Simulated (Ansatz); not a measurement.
Computed with DFT, LDA (PW92), plane waves (420 eV) with PAW, scalar-relativistic (Ansatz 0.2.0). The PAW files were generated under PBE, with cores re-solved for the functional.

An element in the fcc structure gives this curve. The cell is scaled uniformly from the relaxed one, with fractional coordinates and shape fixed. Energies are extrapolated to zero smearing, pressures are those at the given smearing. Magnetic state: spin not included.

```json
{"V (Å³/atom)": "14.571", "E − E₀ (meV/atom)": "195.9", "P (GPa)": "36.10"}
{"V (Å³/atom)": "15.233", "E − E₀ (meV/atom)": "79.6", "P (GPa)": "20.89"}
{"V (Å³/atom)": "15.895", "E − E₀ (meV/atom)": "18.6", "P (GPa)": "9.20"}
{"V (Å³/atom)": "16.557", "E − E₀ (meV/atom)": "0.0", "P (GPa)": "0.25"}
{"V (Å³/atom)": "17.220", "E − E₀ (meV/atom)": "13.8", "P (GPa)": "-6.59"}
{"V (Å³/atom)": "17.882", "E − E₀ (meV/atom)": "52.3", "P (GPa)": "-11.79"}
{"V (Å³/atom)": "18.544", "E − E₀ (meV/atom)": "109.6", "P (GPa)": "-15.71"}
```

**Question.** Which element is it?
A. aluminium
B. gold
C. arsenic
D. platinum

**Answer.** B. Its fit is V₀ = 16.58 Å³/atom, B₀ = 193 GPa, B₀′ = 5.7.
